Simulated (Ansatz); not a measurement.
## Scan of HBr, singlet

Starting geometry (PBE0/def2-TZVP stationary point for this spin):

```xyz
2

Br    0.0000    0.0000    0.0000
H     0.0000    0.0000    1.4206
```

From there H2 moves along the line of the two atoms named below, all else staying in place; atoms are numbered as listed. Energies are in kJ/mol, counted from the starting geometry at the same level.

Basis cc-pVTZ; Ansatz 0.2.0. Correlated methods freeze the noble-gas cores and the filled d shells of p-block atoms. Prefix R: restricted or restricted open-shell reference; prefix U: unrestricted. Active spaces: valence = (8e, 5o) chosen from the atoms' valence shells. No spin–orbit coupling is included, and no scalar relativity.

Unrestricted rows (U) aren't spin-pure: their determinants' ⟨S²⟩ exceeds S(S+1) by up to 0.29, so they mix in states of higher spin. Runs in a small pair space aren't shown, since their orbitals change along the scan. A value is left out where its run failed or describes another state than the reference as far as symmetry and spin tell, or, spin-broken singlets apart, can't be checked.

Full CI isn't at hand for all of this; RCCSDT(Q) serves as the reference, and is uncertain by about the last step of the cluster series. The frozen core follows each run's orbitals, which can shift R against U totals by a few meV for light atoms and by up to 0.1 eV past Ca.

```
distance Br1-H2 (Å)  RCCSDT(Q)  error CISD  error UCCSD  error RCCSDT  error CASSCF (valence space)  error NEVPT4(SD) (valence space)  error MRCISD (valence space)
              1.310       18.6        -1.4         -0.6          -0.1                           3.1                               0.0                          -0.2
              1.421        0.0         0.0          0.0           0.0                           0.0                               0.0                           0.0
              1.581       24.5         2.7          1.1           0.1                          -4.9                               0.0                           0.1
              1.944      151.7        12.8          7.2           0.5                         -17.1                               0.2                          -0.4
              2.588          –           –            –             –                             –                                 –                             –
              3.902          –           –            –             –                             –                                 –                             –
```

Errors are those of relative energies. In total energy the starting point itself misses RCCSDT(Q) by: CISD 41.7, UCCSD 18.7, RCCSDT 0.6, CASSCF (valence space) 476.6, NEVPT4(SD) (valence space) 12.9, MRCISD (valence space) 34.3 kJ/mol.

Spread of the error over the points with a reference, to 1.944 Å (largest less smallest): NEVPT4(SD) (valence space) 0.2, MRCISD (valence space) 0.5, RCCSDT 0.5, UCCSD 7.8, CISD 14.3, CASSCF (valence space) 20.2 kJ/mol.

Going outwards, the relative energy of CISD first misses by more than 4.2 kJ/mol (1 kcal/mol) at 1.944 Å.

Going outwards, the relative energy of CASSCF (valence space) first misses by more than 4.2 kJ/mol (1 kcal/mol) at 1.581 Å.
